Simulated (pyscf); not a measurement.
`[CH3][Si]([CH3])([OH])[OH]` + `[H]` [doublet] → `[CH3][Si]([CH3])([O])[OH]` [doublet] + `[H][H]` (hydrogen abstraction; doublet surface; H–O broken, H–H formed). Single points on ωB97X-D3(BJ)/def2-SVP structures (PySCF, gas phase). Energies in eV from the separated reactants.

```tsv
level	barrier	reaction energy
ωB97X-D3(BJ)/def2-TZVP	0.73	+0.55
PBE/def2-TZVP	[?]	+0.54
B3LYP-D3(BJ)/def2-TZVP	[?]	[?]
PBE0-D3(BJ)/def2-TZVP	0.67	+0.61
ωB97M-D3(BJ)/def2-TZVP	0.76	+0.58
HF/def2-TZVP	1.04	+0.18
```

Task: Some entries are withheld; supply them.

Result: 
- PBE/def2-TZVP, barrier: 0.48
- B3LYP-D3(BJ)/def2-TZVP, barrier: 0.47
- B3LYP-D3(BJ)/def2-TZVP, reaction energy: +0.39

At PBE this geometry lies under the product side: in single points on another level's saddle the reverse barrier vanishes, and the forward threshold there is about the reaction energy. This is the saddle that the search found; another between the same sides may lie lower. The angle at the transferred H is 161°.
